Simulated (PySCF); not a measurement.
Working out the ionisation energy of Si

Si [Ne] 3s2 3p2 (3P) → Si⁺ [Ne] 3s2 3p1 (2P). All numbers are calculated (PySCF 2.14, scalar relativity by spin-free X2C-1e, in x2c-QZVPPall with one added diffuse shell each of s, p, d, f type (10s7p5d3f1g, 86 functions)). Frozen: [Ne]. Energies in hartree (1 hartree = 27.21139 eV):

```csv
part,Si (lower),Si⁺ (upper)
UHF,-289.463343,-289.183103
CCSD correlation,-0.076756,-0.060066
(T),-0.002863,-0.001199
```

Question: What does Hartree-Fock give?

Answer: (-289.183103) − (-289.463343) = 0.280240 hartree = 7.626 eV.

Question: What do CCSD and CCSD(T) give?

Answer: The CCSD correlation energies differ by 0.016690 hartree = 0.454 eV and the triples by 0.001664 hartree = 0.045 eV, so CCSD gives 8.080 eV and CCSD(T) 8.125 eV.

Measured between the centres of the two terms (NIST): 8.157 eV, so CCSD(T) (valence) is off by -0.032 eV.

What remains against the reference includes basis incompleteness, the frozen core and higher excitations.
